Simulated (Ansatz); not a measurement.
Results of rVV10 in Ansatz (plane waves, PAW) for α-N2.

Numerical settings: plane-wave cutoff 870 eV, 4×4×4 k mesh, Fermi–Dirac smearing 0.01 eV, scalar-relativistic PAW data made under PBE.

Starting structure:

```
N
1.0
    5.65000     0.00000     0.00000
    0.00000     5.65000     0.00000
    0.00000     0.00000     5.65000
N
8
Cartesian
  5.33360   3.14140   2.50860
  2.50860   5.33360   3.14140
  5.33360   5.33360   5.33360
  0.31640   0.31640   0.31640
  3.14140   2.50860   5.33360
  3.14140   0.31640   2.50860
  2.50860   3.14140   0.31640
  0.31640   2.50860   3.14140
```

Question: Into what structure does the relaxation of cell and atoms lead at this level, with the symmetry of the start kept?

Answer: The volume drops by 10.0 %; final space group Pa-3.
```
N
1.0
    5.45547     0.00000     0.00000
    0.00000     5.45547     0.00000
    0.00000     0.00000     5.45547
N
8
Direct
  0.94175   0.55825   0.44175
  0.44175   0.94175   0.55825
  0.94175   0.94175   0.94175
  0.05825   0.05825   0.05825
  0.55825   0.44175   0.94175
  0.55825   0.05825   0.44175
  0.44175   0.55825   0.05825
  0.05825   0.44175   0.55825
```

Ansatz is a quantum-chemistry and plane-wave program.
